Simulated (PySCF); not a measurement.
## Basis-set dependence of excited states

2,3-hexadiene, C6H10.
InChI=1S/C6H10/c1-3-5-6-4-2/h3,6H,4H2,1-2H3

TDDFT with PBE0 (PySCF), vertical singlets, core orbitals frozen in the response, spherical d and f functions. One conformer (not necessarily the lowest) at the PBE0-D3(BJ)/def2-SVP geometry, without solvent, vibrations or thermal averaging.

```
    basis  functions  diffuse  S1 (eV)  S2 (eV)  S3 (eV)  S4 (eV)  S5 (eV)  LUMO (eV)  α (au)
   6-31G*        104       no     5.87     6.14     7.29     7.89     9.05       1.01    67.5
 def2-SVP        134       no     5.82     6.08     7.13     7.65     8.34       0.69    70.7
def2-SVPD        200      yes     5.73     5.97     6.72     6.85     7.16       0.34    80.6
def2-TZVP        246       no     5.73     5.97     6.88     7.28     7.60       0.49    78.9
```

Problem. How much do these states and the polarisability depend on the basis?

Solution. States are compared by their number. Against the only diffuse basis here (def2-SVPD, itself not a converged limit), sets without diffuse functions differ by up to 0.14 eV in S1 and 1.89 eV in S5. State by state, the largest deviation of a set without diffuse functions is S1 0.14, S2 0.17, S3 0.57, S4 1.05, S5 1.89 eV. The same number needn't mean the same state in each row. Against def2-SVPD the polarisability deviates by -16% in 6-31G*, -12% in def2-SVP, -2% in def2-TZVP.
